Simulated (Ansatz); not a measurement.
BH₂S₂, SMILES `S[B]S` radical, relaxed with UKS PBE-D4/def2-SVP in Ansatz from a rough embedded geometry. The force threshold is 0.03 eV/Å; the program also tests the step.

The species carries charge 0 and has multiplicity 2.

Start:

```xyz
5

S    -0.002   -1.686    0.197
B     0.163    0.009    0.944
S    -0.972    1.339    0.329
H     0.904   -1.384   -0.769
H    -0.092    1.722   -0.701
```

```tsv
step	energy (eV)	largest force (eV/Å)	largest move (Å)
1	-22360.1800	1.136	0.000
2	-22360.5234	2.052	0.150
3	-22360.6119	3.072	0.196
4	-22361.1026	2.083	0.088
5	-22361.4223	1.618	0.158
6	-22361.4928	1.054	0.069
7	-22361.5301	0.486	0.075
8	-22361.5422	0.163	0.056
9	-22361.5434	0.011	0.010
```

End:

```xyz
5

S     0.349   -1.642    0.334
B    -0.379   -0.156    0.933
S    -0.666    1.512    0.448
H     0.787   -1.222   -0.906
H    -0.091    1.507   -0.808
```

Run time 8 s (2 threads of an AMD EPYC 7R13 on a shared host); peak host memory 0.17 GiB.
